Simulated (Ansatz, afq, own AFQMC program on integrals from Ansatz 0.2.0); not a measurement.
## Atomization energy of GeHO, quartet

```yaml
atoms:
  - { symbol: Ge, position_ang: [0.0000, -0.0375, 0.3220] }
  - { symbol: O, position_ang: [0.0000, 0.0862, -1.5290] }
  - { symbol: H, position_ang: [0.0000, 1.3375, 1.0643] }
```

Connectivity, by distances: GeH–O.

Atoms in their ground-state spins without spin–orbit coupling (mostly on UHF) minus the molecule (UHF), without zero-point energy. The geometry is a stationary point, not shown to be a minimum.

Basis cc-pVTZ. Noble-gas cores (and the filled d shells of Ga–Kr and In–Xe) are frozen. Integrals, coupled cluster, full CI and functionals: Ansatz 0.2.0; the random walks run on the same integrals in our own AFQMC program. ph-AFQMC/CISD is guided by a CISD state made of CCSD amplitudes; releasing the constraint for a short imaginary time cuts its bias at the price of noise, slowly where states lie close. Uncertainties: one standard error, sampling alone. No spin–orbit coupling. The errors of all members are added in quadrature.

No full CI on the walks' own integrals is used here; CCSDT(Q) serves as the reference and is uncertain by about the last step of the cluster series. Each member takes its own surest rung, up to full CI.

The best estimate is CCSD(T) at the basis-set limit (CBS: def2-TZVPP and def2-QZVPP, with their diffuse functions for anions and beside diffuse sets, CCSD(T) itself extrapolated) plus the step from CCSD(T) to CCSDT(Q) in cc-pVTZ. Rows without CBS are in cc-pVTZ; B2PLYP and the wave-function rows carry a basis error of their own. Core correlation and relativity beyond core potentials are missing, and ± holds the sampling alone.

Cautions: inner d shell frozen; no relativity below Rb; no spin-orbit coupling; GeHO (quartet): lower spins were not checked, the released energies have errors that jump between times, so the bars are unsure, so no released level is given (meV from the phaseless value at times in 1/Eh: -10 ± 3 at 0.24, -16 ± 3 at 0.50, -37 ± 18 at 1.00, -26 ± 3 at 1.50), its ph-AFQMC/CISD value lies 33 ± 3 meV above CCSDT(Q).

Best estimate: 110.5 kcal/mol.

| level | atomization energy (kcal/mol) | error against the best estimate (kcal/mol) |
| --- | --- | --- |
| HF | 61.7 | -48.8 |
| MP2 | 104.2 | -6.3 |
| CCSD | 100.4 | -10.1 |
| CCSD(T) | 103.7 | -6.9 |
| CCSDT | 103.9 | -6.6 |
| CCSDT(Q) | 104.2 | -6.3 |
| ph-AFQMC/CISD | 103.7 ± 0.08 | -6.9 ± 0.08 |
| HF/CBS | 63.0 | -47.5 |
| MP2/CBS | 110.2 | -0.3 |
| CCSD(T)/CBS | 110.0 | -0.5 |
| PBE | 116.6 | 6.1 |
| r2SCAN | 117.9 | 7.4 |
| PBE0 | 109.4 | -1.1 |
| B3LYP | 109.3 | -1.2 |
| wB97M-V | 108.2 | -2.4 |
| B2PLYP | 107.0 | -3.5 |

Correlation beyond CCSD(T) adds 0.5 kcal/mol. Going to the basis-set limit adds 6.3 kcal/mol at CCSD(T). The perturbative (T) step is worth +3.3 kcal/mol.

Best estimates are given only where the step beyond CCSD(T) is under 0.3 eV and no member's determinant is very poor (T1 over 0.05, or 0.07 for open shells, ⟨S²⟩ too high by 0.3, two states mixed), so the hardest cases are missing from such tables.

The functionals ran in a triple-zeta set and keep a basis error of their own, a few kJ/mol for each bond in atomization energies and more for double hybrids, so close places among them and the extrapolated levels can swap.

CCSDT and higher add their correlation energy to the determinant of the CCSD(T) run, since their own runs factorise the integrals more tightly (a shift of under 2 meV). Each member of a difference takes its own highest rung, so a best estimate needn't equal the limit plus the step of one row. A walk keeps the symmetry of its determinant, which the program's search chose and which needn't be the lowest solution, so a lower state of the same spin and another symmetry isn't excluded.
